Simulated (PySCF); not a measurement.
C₄H₄S, SMILES c1ccsc1, point group C2v.

Force field and properties: B3LYP/pcSseg-1 (PySCF, grid level 2). Vibrational terms come from second-order perturbation theory with semi-diagonal cubic constants, by steps of ±0.6 along the normal coordinates of each isotopologue. The parent has the commonest isotopes.

Equilibrium geometry (Å):

```
atom        x        y        z
  C1   0.7618  -0.6500  -0.0393
  C2  -0.6593  -0.7383   0.0684
  C3  -1.2651   0.4851   0.0618
  S4  -0.1088   1.7714  -0.0766
  C5   1.2045   0.6385  -0.1255
  H6   1.4243  -1.5094  -0.0520
  H7  -1.2052  -1.6728   0.1475
  H8  -2.3222   0.7085   0.1298
  H9   2.2242   0.9909  -0.2149
```

Species: ²H at 8. Output of the displacement run:

```
mode    cm-1    km/mol   phi_rrr   E(+)/cm-1  E(-)/cm-1
  1    438.19     0.08       0.2      78.95      78.97
  2    566.97    23.53      -0.3     103.37     103.42
  3    580.97     4.43       0.1     104.86     104.88
  4    606.94     0.76     -33.6     108.03     110.46
  5    717.38    96.09       0.5     133.26     133.21
  6    742.55     1.68     -50.9     131.88     135.67
  7    766.61    11.59      46.6     139.95     136.55
  8    850.54    11.27    -107.2     149.42     157.05
  9    862.51     4.61      -1.5     157.01     157.07
 10    912.30     1.42      54.8     166.31     162.34
 11    923.95     0.59       0.3     167.74     167.72
 12   1055.37     1.48     139.2     195.38     185.35
 13   1101.91     4.82     -40.7     197.81     200.77
 14   1245.33    13.48      25.4     225.52     223.49
 15   1368.47     1.42     -59.7     244.37     248.60
 16   1439.07    11.46     -58.7     257.20     261.43
 17   1549.41     0.01     -61.0     276.91     281.32
 18   2397.01     0.76    1204.7     477.56     391.01
 19   3193.92     2.76    -278.3     567.60     587.58
 20   3207.17     1.85   -1304.9     533.04     626.83
 21   3239.99     0.95    1815.8     653.22     522.91
```

For the shielding of H8 (σe = 24.36 ppm):

| mode | ω (cm⁻¹) | Σr φrrs (cm⁻¹) | ∂σ/∂q | ∂²σ/∂q² |
| --- | --- | --- | --- | --- |
| 1 | 438 | 2 | 0.000 | -0.129 |
| 2 | 567 | 0 | 0.000 | -0.208 |
| 3 | 581 | 2 | 0.000 | -0.035 |
| 4 | 607 | -174 | 0.043 | -0.035 |
| 5 | 717 | 2 | 0.002 | -0.042 |
| 6 | 743 | -39 | -0.251 | -0.041 |
| 7 | 767 | 148 | 0.270 | -0.182 |
| 8 | 851 | -435 | -0.125 | -0.034 |
| 9 | 863 | -6 | 0.000 | -0.081 |
| 10 | 912 | 343 | 0.341 | -0.189 |
| 11 | 924 | 2 | 0.000 | -0.036 |
| 12 | 1055 | 446 | 0.099 | 0.004 |
| 13 | 1102 | -176 | 0.040 | -0.007 |
| 14 | 1245 | 147 | -0.033 | -0.062 |
| 15 | 1368 | -427 | -0.066 | -0.065 |
| 16 | 1439 | -288 | -0.435 | 0.017 |
| 17 | 1549 | -47 | 0.299 | -0.037 |
| 18 | 2397 | 55 | 1.148 | 0.155 |
| 19 | 3194 | -6 | -0.046 | 0.001 |
| 20 | 3207 | -452 | 0.045 | 0.001 |
| 21 | 3240 | 260 | -0.021 | 0.002 |

Task: Work out the zero-point average of this shielding.

Result: With ⟨qs⟩ = −Σr φrrs/(4ωs) and ⟨qs²⟩ = 1/2: the mean displacements are -0.001, 0.000, -0.001, 0.072, -0.001, 0.013, -0.048, 0.128, 0.002, -0.094, 0.000, -0.106, 0.040, -0.029, 0.078, 0.050, 0.008, -0.006, 0.000, 0.035, -0.020. The anharmonic term Σ (∂σ/∂q)⟨q⟩ is -0.10 ppm, the harmonic term ¼ Σ ∂²σ/∂q² is -0.25 ppm, so ⟨σ⟩ = 24.01 ppm.
